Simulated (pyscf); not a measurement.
Routes from `[SiH3]` [doublet] + `[FH]`

Candidate steps break at most two bonds and form at most two. Each was searched with GFN2-xTB (tblite) first. Single points on ωB97X-D3(BJ)/def2-SVP structures (PySCF, gas phase). Energies: ωB97M-D3(BJ)/def2-TZVP, kJ/mol, from the separated reactants, doublet surface; ΔG‡ with ideal gas, 1 atm, RRHO with modes under 100 cm⁻¹ raised to 100, one conformer, R ln 2 for chiral ones without a mode under 150 cm⁻¹.

```
products                      type    ΔE‡     ΔE  ΔG‡ 298 K  ΔG‡ 900 K  ν‡ (cm⁻¹)
------------  --------------------  -----  -----  ---------  ---------  ---------
F–SiH₃ + H•          atom transfer   85.2  -61.7      113.2      187.3       744i
F–SiH₂• + H₂  four-centre exchange  115.4  -99.5      147.5      223.2      1195i
```

Plain bond fissions and candidates not yet searched are not listed, and one of them may be faster. Each barrier is that of the saddle found; lower ones may exist.
